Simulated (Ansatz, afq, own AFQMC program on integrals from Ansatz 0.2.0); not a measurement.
**SiH₄ + Cl, doublet in cc-pVTZ along one coordinate**

```xyz
6

Si   -1.7000    0.0000    0.0000
H    -2.1948    1.3997    0.0000
H    -2.1948   -0.6999    1.2122
H    -2.1948   -0.6999   -1.2122
H    -0.2154    0.0000    0.0000
Cl    1.5400    0.0000    0.0000
```

A hydrogen atom is moved from one rigid fragment to the other; the Si1–H5 distance tells how far. The two fragments are held close together, so this isn't a minimum-energy path and the start is a compressed complex. Energies in mEh count from this geometry (1.485 Å) at the same level; the start stands on UHF, each point on the determinant named.

Basis cc-pVTZ. Only valence electrons are correlated. AFQMC by an in-house program on the Cholesky factors that Ansatz 0.2.0 writes for its CCSD(T) run. ph-AFQMC/CISD is guided by a CISD state made of CCSD amplitudes; releasing the constraint for a short imaginary time cuts its bias at the price of noise, slowly where states lie close. Uncertainties: one standard error, sampling alone.

Cautions, each for one point or more: the ph-AFQMC/CISD walk drifts between its halves.

```
r(Si1–H5) / Å  det.     T1  weight  ⟨S²⟩  CCSD  r2SCAN  CCSD(T)
        1.600   UHF  0.015    0.85  0.78  -1.5    -4.3     -2.2
        1.658   UHF  0.015    0.85  0.78  -1.8    -5.6     -2.8
        1.716   UHF  0.014    0.85  0.78  -2.5    -6.8     -3.7
        1.774   UHF  0.014    0.85  0.78  -3.7    -7.9     -4.9
        1.890   UHF  0.012    0.85  0.77  -6.0    -8.8     -7.1
```

Estimate the curve of phaseless AFQMC with a CISD trial, counted from the same start.


| r(Si1–H5) / Å | det. | T1 | weight | ⟨S²⟩ | ph-AFQMC/CISD | released AFQMC |
| --- | --- | --- | --- | --- | --- | --- |
| 1.600 | UHF | 0.015 | 0.85 | 0.78 | -2.0 ± 0.3 | -2.0 ± 0.6 |
| 1.658 | UHF | 0.015 | 0.85 | 0.78 | -2.4 ± 0.3 | – |
| 1.716 | UHF | 0.014 | 0.85 | 0.78 | -3.4 ± 0.3 | -3.5 ± 0.6 |
| 1.774 | UHF | 0.014 | 0.85 | 0.78 | -4.2 ± 0.3 | – |
| 1.890 | UHF | 0.012 | 0.85 | 0.77 | -6.8 ± 0.3 | – |

Weight is that of the determinant in the CISD state; at the start T1 is 0.015 and the weight 0.85, and ⟨S²⟩ is 0.77. A dash marks a missing value, a released energy that hasn't settled or a functional that sits on another state. Largest departures from phaseless AFQMC with a CISD trial: CCSD(T) -0.7 mEh at 1.774 (on UHF), released AFQMC -0.1 mEh at 1.716 (on UHF) (within the noise), CCSD 0.9 mEh at 1.716 (on UHF), r2SCAN -3.7 mEh at 1.774. The walk's constraint bias lies outside its error bars, so these are departures and not errors. Functionals count only at points shown to share the start's state and spin.

A walk keeps the symmetry of its determinant, which the program's search chose and which needn't be the lowest solution, so a lower state of the same spin and another symmetry isn't excluded. Released energies are given only where the last usable release times agree within the noise; a slower fall can still hide under it.
